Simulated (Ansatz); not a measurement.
**A reaction path, image by image**

CH3Cl2 (charge -1), singlet, from a complex of CH₃Cl ([CH3][Cl]) + Cl, total charge -1 to a complex of CH₃Cl ([CH3][Cl]) + Cl, total charge -1; BLYP-D4/def2-SVP (Ansatz 0.2.0). Settings:

```yaml
hamiltonian: {xc: {name: BLYP}, dispersion: d4}
neb:
  images: 4
  climbing: true
  max_iterations: 25
  initial_path: linear
```

First end:

```
6
angstrom
Cl -1.4395 -0.2006 1.6611
C -0.2563 -0.0357 0.2958
Cl 1.7888 0.2493 -2.0641
H -0.4000 -0.8639 -0.3878
H 0.7471 -0.0543 0.7040
H -0.4401 0.9052 -0.2089
```

Second end:

```xyz
6
angstrom
Cl -1.7880 -0.2491 2.0633
C 0.2562 0.0357 -0.2957
Cl 1.4393 0.2006 -1.6609
H -0.3382 -0.8553 -0.4592
H 0.8089 -0.0457 0.6327
H -0.3782 0.9138 -0.2803
```

The ends were relaxed with PBE0-D4 in triple zeta, so they are not quite minima here (largest force components 0.93 and 0.93 eV/Å).

Energies along the converged band: It took 6 iterations. Path lengths are measured after rigid turns and shifts between images are taken out.
```json
{"image": "0", "path length (Å)": "0.00", "energy (kcal/mol)": "0.00"}
{"image": "1", "path length (Å)": "0.21", "energy (kcal/mol)": "-2.15"}
{"image": "2", "path length (Å)": "0.42", "energy (kcal/mol)": "-0.17"}
{"image": "3 (climbing)", "path length (Å)": "0.63", "energy (kcal/mol)": "1.70"}
{"image": "4", "path length (Å)": "0.95", "energy (kcal/mol)": "-1.59"}
{"image": "5", "path length (Å)": "1.27", "energy (kcal/mol)": "0.00"}
```
The barrier is narrow on this path: one image carries it, so the band shows its height but not its shape.
Energies count from the first end.

The images between the ends:
Image 1:
```json
{"atom": "Cl1", "x (Å)": "-1.4797", "y (Å)": "-0.2063", "z (Å)": "1.7074"}
{"atom": "C2", "x (Å)": "-0.2189", "y (Å)": "-0.0305", "z (Å)": "0.2526"}
{"atom": "Cl3", "x (Å)": "1.6815", "y (Å)": "0.2342", "z (Å)": "-1.9404"}
{"atom": "H4", "x (Å)": "-0.3693", "y (Å)": "-0.8728", "z (Å)": "-0.4371"}
{"atom": "H5", "x (Å)": "0.7964", "y (Å)": "-0.0499", "z (Å)": "0.6726"}
{"atom": "H6", "x (Å)": "-0.4101", "y (Å)": "0.9252", "z (Å)": "-0.2552"}
```

Image 2:
```json
{"atom": "Cl1", "x (Å)": "-1.5153", "y (Å)": "-0.2112", "z (Å)": "1.7485"}
{"atom": "C2", "x (Å)": "-0.1204", "y (Å)": "-0.0167", "z (Å)": "0.1390"}
{"atom": "Cl3", "x (Å)": "1.5999", "y (Å)": "0.2229", "z (Å)": "-1.8462"}
{"atom": "H4", "x (Å)": "-0.3738", "y (Å)": "-0.8970", "z (Å)": "-0.4566"}
{"atom": "H5", "x (Å)": "0.8254", "y (Å)": "-0.0505", "z (Å)": "0.6849"}
{"atom": "H6", "x (Å)": "-0.4157", "y (Å)": "0.9526", "z (Å)": "-0.2695"}
```

Image 3:
```json
{"atom": "Cl1", "x (Å)": "-1.5636", "y (Å)": "-0.2180", "z (Å)": "1.8042"}
{"atom": "C2", "x (Å)": "0.0001", "y (Å)": "0.0001", "z (Å)": "-0.0001"}
{"atom": "Cl3", "x (Å)": "1.5635", "y (Å)": "0.2178", "z (Å)": "-1.8043"}
{"atom": "H4", "x (Å)": "-0.3908", "y (Å)": "-0.9103", "z (Å)": "-0.4485"}
{"atom": "H5", "x (Å)": "0.8240", "y (Å)": "-0.0529", "z (Å)": "0.7077"}
{"atom": "H6", "x (Å)": "-0.4332", "y (Å)": "0.9632", "z (Å)": "-0.2591"}
```

Image 4:
```json
{"atom": "Cl1", "x (Å)": "-1.6232", "y (Å)": "-0.2263", "z (Å)": "1.8730"}
{"atom": "C2", "x (Å)": "0.1791", "y (Å)": "0.0250", "z (Å)": "-0.2067"}
{"atom": "Cl3", "x (Å)": "1.4895", "y (Å)": "0.2075", "z (Å)": "-1.7189"}
{"atom": "H4", "x (Å)": "-0.3945", "y (Å)": "-0.8856", "z (Å)": "-0.4178"}
{"atom": "H5", "x (Å)": "0.7847", "y (Å)": "-0.0534", "z (Å)": "0.7044"}
{"atom": "H6", "x (Å)": "-0.4356", "y (Å)": "0.9329", "z (Å)": "-0.2340"}
```

The band counts as converged below 0.05 eV/Å. The run took about 25 s on 2 CPU threads of an Arm Neoverse V2 (shared host).
